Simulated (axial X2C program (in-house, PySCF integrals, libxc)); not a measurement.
Which molecule has these constants?

Calculated with an in-house relativistic program for diatomic molecules, spin-free (one-electron X2C) or two-component (2c: spin–orbit coupling with atomic mean-field Coulomb and Gaunt terms, which also bring small scalar terms), in Dyall basis sets with cores contracted in-house; open shells are unrestricted.

A two-component PBE0 calculation in a Dyall 3-zeta basis gave Re = 2.008 Å, ωe = 598.6 cm⁻¹, De = 4.02 eV, Ω = 3/2.

Which molecule is it?
A. Cl₂⁻
B. P₂⁻
C. Al₂⁻
D. Na₂⁻
E. S₂⁻

E. The others have Cl₂⁻ 2.631 Å and 227.6 cm⁻¹ (Ω = 1/2); P₂⁻ 1.974 Å and 693.3 cm⁻¹ (Ω = 1/2); Al₂⁻ 2.563 Å and 325.8 cm⁻¹ (Ω = 3/2); Na₂⁻ 3.525 Å and 100.6 cm⁻¹ (Ω = 1/2).

Each entry is the lowest single determinant of a limited PBE0 search at one distance. De goes to single-determinant-based atoms at the same level (for ions the charge split of lowest energy) and is withheld (n/a) where an atom does not fit its ground term or J level. Main or longest-lived isotopes. One determinant is a doubtful description, or other states lie close, for Al₂⁻; these need not be ground states, and all values refer to the states named. With several unpaired electrons the Ω given is that of one determinant, not necessarily of the lowest component. Some light 2c atoms are not at their ground J level, so De misses part of their lowering (0.04 eV or less). The functionals have no current term, which raises determinants with orbital currents.
